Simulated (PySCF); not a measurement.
Structure with atom numbers: `[CH2:1]=[CH:2][C:3]([CH3:4])([CH3:5])[CH3:6]` (H(Xn): hydrogen on atom n). Ha(C1) is cis to C3; Hb(C1) is trans to C3.

GIAO shifts from PySCF 2.14 on PBE0-D3(BJ)/def2-TZVP geometries (one conformer, non-relativistic, equivalent nuclei averaged), against TMS at the same level and in the same medium; PCM means IEF-PCM chloroform.

Measured (solution, not stated per compound (mostly CDCl3 or CCl4); Pretsch, Buehlmann, Badertscher, Structure Determination of Organic Compounds, 4th ed. (2009); solution, not stated in the table (CDCl3 in this author's series); The use of chemical shift calculations in the conformational analysis of substituted benzenes, New J. Chem. 2019 (ESI)): C3 33.8, C4/C5/C6 29.4, H(C4)/H(C5)/H(C6) 1.01, H(C2) 5.85 ppm.

Task: Which unscaled values do B97-2/pcSseg-2, gas; WP04/pcSseg-2, PCM; wB97X-D/pcSseg-2, PCM give, and how close are they?

Result: 
| atoms | measured | B97-2/pcSseg-2, gas | WP04/pcSseg-2, PCM | wB97X-D/pcSseg-2, PCM |
| --- | --- | --- | --- | --- |
| C3 | 33.8 | 38.0 | 43.2 | 38.7 |
| C4/C5/C6 | 29.4 | 31.1 | 31.2 | 32.0 |
| H(C4)/H(C5)/H(C6) | 1.01 | 1.02 | 1.01 | 1.03 |
| H(C2) | 5.85 | 6.25 | 6.02 | 6.46 |

Mean absolute error for 13C: B97-2/pcSseg-2, gas 3.0, WP04/pcSseg-2, PCM 5.6, wB97X-D/pcSseg-2, PCM 3.8 ppm.

Mean absolute error for 1H: B97-2/pcSseg-2, gas 0.21, WP04/pcSseg-2, PCM 0.08, wB97X-D/pcSseg-2, PCM 0.32 ppm.
